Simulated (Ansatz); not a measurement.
# BH₄ (doublet): the correlation ladder at distance B1–H5 = 4.208 Å, 6-31G

How much of the correlation energy of BH₄ (doublet) does each wave-function method recover here?

Method: 6-31G, core rule «outside noble gas», up to 1 orbitals frozen; program: Ansatz 0.2.0, Gaussian basis.

To be run: UHF; CCSD(T) on ROHF; CCSD(T) on UHF; BCCD(T) on ROHF; CISD; CCSDT(Q) on ROHF; CCSDT(Q) on UHF; CISDTQ; CCSDTQ on ROHF; CCSDTQ on UHF; CASSCF and MRCISD+Q, 3 electrons in 3 orbitals; CASSCF and NEVPT2, 3 electrons in 3 orbitals; CASSCF and MRCISD+Q, 7 electrons in 8 orbitals; CASSCF and NEVPT4(SD), 7 electrons in 8 orbitals; CASSCF and NEVPT2, 7 electrons in 8 orbitals; Full CI.

21 further runs of the same task are left out: 13 that didn't finish, 8 set aside as unsound or not needed.

## 1. The geometry

The geometry derives from a PBE0/def2-TZVP stationary point (not a proven minimum). One bond is set to the value named and the two fragments are kept rigid.

5 atoms, charge 0, spin multiplicity 2.

Atoms are counted from 1 here; the program's logs count them from 0.

Bond lengths: B1–H2 1.220 Å, B1–H3 1.220 Å, B1–H4 1.220 Å. Angles: H2–B1–H3 96.8°, H2–B1–H4 96.8°, H3–B1–H4 139.9°.

Geometry (Å):

```xyz
5
charge 0, multiplicity 2
B    -0.0702    0.1352    0.1339
H     0.3445    0.9477    0.9446
H    -0.4946   -0.6725    0.9444
H    -0.4830    0.9439   -0.6815
H     1.3865   -2.6697   -2.6441
```

## 2. UHF

File in.yaml:

```yaml
crystal:
  periodic: [false, false, false]
  atoms:
    - {symbol: B, position_ang: [-0.070233, 0.135236, 0.133943]}
    - {symbol: H, position_ang: [0.344452, 0.947731, 0.944596]}
    - {symbol: H, position_ang: [-0.494560, -0.672458, 0.944404]}
    - {symbol: H, position_ang: [-0.483045, 0.943882, -0.681500]}
    - {symbol: H, position_ang: [1.386461, -2.669672, -2.644149]}
basis:
  gaussian: {orbitals: 6-31G}
magnetization: {spin_polarized: true, initial_magnetization: 1}
hamiltonian: {xc: hf}
output: {orbitals: {seedname: orbitals}}
```

Run with:

```bash
> ansatz run in.yaml --threads 1 --pin off --events-out ev --progress --plain --max-ram 2393MiB
```

After this run come: CCSD(T) on ROHF; CCSD(T) on UHF; BCCD(T) on ROHF; CISD; CCSDT(Q) on ROHF; CCSDT(Q) on UHF; CISDTQ; CCSDTQ on ROHF; CCSDTQ on UHF; CASSCF and MRCISD+Q, 3 electrons in 3 orbitals; CASSCF and NEVPT2, 3 electrons in 3 orbitals; CASSCF and MRCISD+Q, 7 electrons in 8 orbitals; CASSCF and NEVPT4(SD), 7 electrons in 8 orbitals; CASSCF and NEVPT2, 7 electrons in 8 orbitals; Full CI.

Before running them: what should the planned runs give, taken together? Wanted: FCI below the RHF energy; RMP2 from FCI; UMP2 from FCI; RCCSD from FCI; RCCSD(T) from FCI; UCCSD(T) from FCI; RCCSDT(Q) from FCI; UCCSDT(Q) from FCI; NEVPT2 pair from FCI.

The runs gave:

```
                         quantity                                                                                                                                                                           value
         FCI below the RHF energy                                                                                                                                                                      -2.1370 eV
                    RMP2 from FCI                                                                                                                                                                    +54.0 kJ/mol
                    UMP2 from FCI                                                                                                                                                                    +54.0 kJ/mol
                   RCCSD from FCI                                                                                                                                                                     +3.1 kJ/mol
                RCCSD(T) from FCI                                                                                                                                                                     +0.8 kJ/mol
                UCCSD(T) from FCI                                                                                                                                                                     +0.8 kJ/mol
               RCCSDT(Q) from FCI                                                                                                                                                                      0.0 kJ/mol
               UCCSDT(Q) from FCI                                                                                                                                                                      0.0 kJ/mol
             NEVPT2 pair from FCI                                                                                                                                                                    +45.8 kJ/mol
           MRCISD+Q pair from FCI                                                                                                                                                                     -0.5 kJ/mol
          NEVPT2 valence from FCI                                                                                                                                                                    +16.2 kJ/mol
levels within 1 kcal/mol (43 meV)  RCCSD, UCCSD, RCCSD(T), UCCSD(T), BCCD(T), RCCSDT, UCCSDT, CISDTQ, RCCSDT(Q), UCCSDT(Q), RCCSDTQ, UCCSDTQ, MRCISD+Q pair, NEVPT4(SD) valence, MRCISD valence, MRCISD+Q valence
                    T1 diagnostic                                                                                                                                                                           0.006
   effectively unpaired electrons                                                                                                                                                                            1.02
```

In words: RCCSD(T) misses by +0.8 kJ/mol, 0.4 % of the correlation energy. MRCISD+Q pair falls below full CI: the +Q correction isn't variational, and the cores differ from full CI's. One determinant dominates. Of the multireference levels listed MRCISD+Q valence comes nearest in total energy (+0.2 kJ/mol), which doesn't show that its space is the better one. These misses are within one basis, not against nature; the frozen cores of restricted and unrestricted runs differ, which can shift their rows.
